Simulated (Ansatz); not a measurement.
We consider HgS (P3₂21, No. 154), described by LDA (plane waves, PAW; Ansatz, a quantum-chemistry and plane-wave program).

Run with plane-wave cutoff 520 eV, 12×12×4 k mesh (along the axes of the cell as run), Fermi–Dirac smearing 0.01 eV, scalar-relativistic PAW data made under PBE.

Response to compression and expansion:

Shape and atoms are relaxed at each volume.

```json
[
 {"V (Å³/atom)": "20.958", "P (GPa)": "1.79", "direct gap at Γ (eV)": "0.936", "smallest gap on the k mesh (eV)": "0.870", "c (Å)": "9.218"},
 {"V (Å³/atom)": "21.395", "P (GPa)": "0.80", "direct gap at Γ (eV)": "0.978", "smallest gap on the k mesh (eV)": "0.921", "c (Å)": "9.250"},
 {"V (Å³/atom)": "21.831", "P (GPa)": "0.00", "direct gap at Γ (eV)": "1.034", "smallest gap on the k mesh (eV)": "0.986", "c (Å)": "9.284"},
 {"V (Å³/atom)": "22.268", "P (GPa)": "-0.64", "direct gap at Γ (eV)": "1.104", "smallest gap on the k mesh (eV)": "1.063", "c (Å)": "9.313"},
 {"V (Å³/atom)": "22.705", "P (GPa)": "-1.14", "direct gap at Γ (eV)": "1.184", "smallest gap on the k mesh (eV)": "1.148", "c (Å)": "9.347"}
]
```

The fundamental gap (0.97 eV at the equilibrium volume, with added k points) lies elsewhere than Γ–Γ.

Note: the volume lies 7 % below that of the published cell; the bulk modulus comes from volumes at which shape and atoms were relaxed.

Spin–orbit coupling is not included.
